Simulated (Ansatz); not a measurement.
The input, for Ansatz 0.2.0:

```yaml
crystal:
  periodic: [false, false, false]
  atoms:
    - {symbol: Si, position_ang: [-1.768271, 0.000000, 0.000000]}
    - {symbol: H, position_ang: [-2.263143, 1.399708, 0.000000]}
    - {symbol: H, position_ang: [-2.263143, -0.699854, 1.212183]}
    - {symbol: H, position_ang: [-2.263143, -0.699854, -1.212182]}
    - {symbol: H, position_ang: [0.200729, 0.000000, 0.000000]}
    - {symbol: Si, position_ang: [2.004729, 0.000000, 0.000000]}
basis:
  gaussian: {orbitals: def2-SVP}
magnetization: {spin_polarized: false, initial_magnetization: 2}
correlation: {method: caspt2, electrons: outside_noble_gas, diis_vectors: 4}
output: {forces: true}
```

```sh
$ ansatz run in.yaml --threads 1 --pin off --events-out ev --progress --plain --max-ram 2393MiB
```

Q: One thing in this input was set wrong on purpose, beside settings that are merely unusual. What is the gravest fault, and what does the program do?

A: A method name that the input doesn't accept. How the run ends: refused.
```
Error: YAML parse error: error: line 13 column 23: unknown variant `caspt2`, expected one of mp2, rpa, ccsd, ccsd_t, bccd, bccd_t, ccsdt, ccsdt_q, ccsdt_q_b, ccsdtq, fci, sc_nevpt2, fic_nevpt4_sd, fic_mrcisd_q, fic_mrcisd_q_relaxed
  --> <input>:13:23
   |
11 |   gaussian: {orbitals: def2-SVP}
12 | magnetization: {spin_polarized: false, initial_magnetization: 2}
13 | correlation: {method: caspt2, electrons: outside_noble_gas, diis_vectors: 4}
   |                       ^ unknown variant `caspt2`, expected one of mp2, rpa, ccsd, ccsd_t, bccd, bccd_t, ccsdt, ccsdt_q, ccsdt_q_b, ccsdtq, fci, sc_nevpt2, fic_nevpt4_sd, fic_mrcisd_q, fic_mrcisd_q_relaxed
14 | output: {forces: true}
   |
```
